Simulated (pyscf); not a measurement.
PySCF, gas phase, ωB97X-D3(BJ)/def2-SVP geometries. MP2 and CC: frozen core, UHF for open shells. ΔMP2 is the change of the MP2 total energy from the triple- to the quadruple-zeta basis.

**Question.** Li–OH + ethylene (H₂C=CH₂) → Li–O–CH₂–CH₃
Surface: singlet. Broken: H–O. Formed: C–O, C–H. Give ΔE‡ and ΔE from CCSD(T)/def2-TZVPP + ΔMP2(QZVPP), relative to the separated reactants.

**Answer.** ΔE‡ = 2.02 eV, ΔE = -0.68 eV. Zero-point energy shifts the barrier by -0.03 eV. It is an addition across a multiple bond or ene-type step, with an imaginary mode of 642i cm⁻¹. This is the saddle that the search found; another between the same sides may lie lower. The CCSD(T) − MP2 part came from Ansatz, without density fitting, on the same reference. The frozen core leaves the outer d or s,p core shells of the metals and heavy elements correlated in the MP2 and CC values, and def2-TZVPP describes them poorly, which can shift differences by a few kcal/mol.
